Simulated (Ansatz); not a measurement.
Two shapes of singlet H3O(+).

Shape 1:

```xyz
4

O     0.0307    0.0196    0.0403
H     0.8961    0.0111   -0.2122
H    -0.4661    0.8628   -0.2170
H    -0.4427   -0.8088   -0.2387
```

Shape 2:

```xyz
4

O     0.0000    0.0000    0.0804
H     1.0184    0.0000   -0.2145
H    -0.5092    0.8819   -0.2145
H    -0.5092   -0.8819   -0.2145
```

Basis set: def2-TZVP (spherical functions). Frozen core: 1 orbital. Charge 1, multiplicity 1.

Computed with Ansatz (development build ahead of 0.2.0); each method stands on the lowest determinant of its kind that the runs found.

Which shape is lower in energy, and by how much in each method?

```tsv
method	E(2) − E(1) (eV)
RHF	0.426
RHF-MP2	0.166
```

Shape 1 is lower.
